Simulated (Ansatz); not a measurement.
A made-up structure of AlBSiH5, doublet:

| atom | x (Å) | y (Å) | z (Å) |
| --- | --- | --- | --- |
| B1 | -1.1307 | 1.4293 | -1.1846 |
| Si2 | 0.3277 | 0.7251 | 0.2940 |
| Al3 | 0.8229 | -1.8738 | 0.8983 |
| H4 | -1.8560 | 0.5336 | -1.8662 |
| H5 | -1.3123 | 2.7344 | -1.4211 |
| H6 | 1.2057 | 1.8871 | 1.1154 |
| H7 | -0.0941 | -3.1309 | 0.0422 |
| H8 | 2.0368 | -2.3049 | 2.1220 |

It is relaxed with PBE-D4/def2-SVP and then PBE0-D4/def2-TZVP (Ansatz 0.2.0). Atoms count as bonded within 1.22 times the sum of their covalent radii (H–H: 0.88 Å). The end point is not checked to be a true minimum.

Does its bonding change? (Judge from chemistry; the calculation decides.)

By the calculation: No: no bond forms or breaks.

Where it ends: The first stage lowers the energy by 1.28 eV in 4 steps. It ends as AlBSiH₅ ([BH2][SiH][AlH2]):
B1  (-1.010, 1.276, -1.058)
Si2  (0.292, 0.647, 0.262)
Al3  (0.735, -1.673, 0.803)
H4  (-1.658, 0.478, -1.667)
H5  (-1.170, 2.442, -1.268)
H6  (1.075, 1.685, 0.995)
H7  (-0.083, -2.796, 0.038)
H8  (1.819, -2.058, 1.895)
(Å)

Labels in which every atom is bracketed show which atoms are joined, not bond orders.

For scale, one of the runs: PBE0-D4/def2-TZVP relaxation, 135 basis functions, launched by `ansatz run in.yaml --threads 2 --pin off --events-out ev --progress --plain --max-ram 4352MiB`. Hardware: 2 CPU threads of an Intel Xeon Platinum 8259CL, shared host. Wall time about 29 s.
